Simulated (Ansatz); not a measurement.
in.yaml

```yaml
crystal:
  periodic: [false, false, false]
  atoms:
    - {symbol: C, position_ang: [0.000000, 0.000000, 0.000000]}
    - {symbol: C, position_ang: [0.000000, 0.000000, 1.246204]}
basis:
  gaussian: {orbitals: 6-31G}
magnetization: {spin_polarized: true, initial_magnetization: 2}
hamiltonian: {xc: {name: wB97M-V}}
output: {forces: true, orbitals: {seedname: orbitals}}
```

```sh
$ ansatz run in.yaml --threads 1 --pin off --events-out ev --progress --plain --max-ram 2176MiB
```

The program prints:

```
  # Of w^i u^j: cxij and so on, Table III.
  gx(w, u) = 1 - cx + cx01*u + cx10*w
  gss(w, u) = css00 + css04*u^4 + css10*w + css20*w^2 + css43*w^4*u^3
  gos(w, u) = cos00 + cos10*w + (cos20 + cos21*u)*w^2 + (cos60 + cos61*u)*w^6
      + integral(e_c_pw_mod_opposite_spin*gos(b97_w_opposite, b97_u_opposite)) + vv10(b, c)
254 factors; integrals over basis functions are off by at most 2.2e-4 eV
78 factors; integrals over basis functions are off by at most 2.5e-6 eV
mean field evaluation 1: about -2063.9745 eV, gradient 4.4e0 eV
mean field evaluation 2: about -2064.1228 eV, gradient 9.6e-1 eV
mean field evaluation 4: about -2064.1332 eV, gradient 4.7e-2 eV
mean field evaluation 8: about -2064.1358 eV, gradient 7.0e-4 eV
mean field evaluation 16: about -2063.5453 eV, gradient 3.2e0 eV
mean field -2064.13582387 eV, -75.8555924056 hartree, gradient 5.3e-6 eV, S^2 2.001968; 3 other end points of the search recorded, 0 dependent functions left out
the calculation of the forces begins
reference -2064.13584020 eV, -75.8555930058 hartree; 7, 5 occupied and 11, 13 virtual orbitals, 254 factors
Total energy: -2064.13584020 eV, -75.8555930058 hartree
Atom 0 at     0.000000     0.000000     0.000000 Å, force     0.000000     0.000000    -6.111366 eV/Å
Atom 1 at     0.000000     0.000000     1.246204 Å, force    -0.000000    -0.000000     6.111366 eV/Å
Dipole moment:     0.000000     0.000000     0.000000 e Å
```

Forces (eV/Å):
```
C    0.000  0.000 -6.111
C    0.000  0.000  6.111
```

Ran on 1 thread of Arm Neoverse V1, shared host: 1.4 s wall, 0.11 GiB peak host memory.
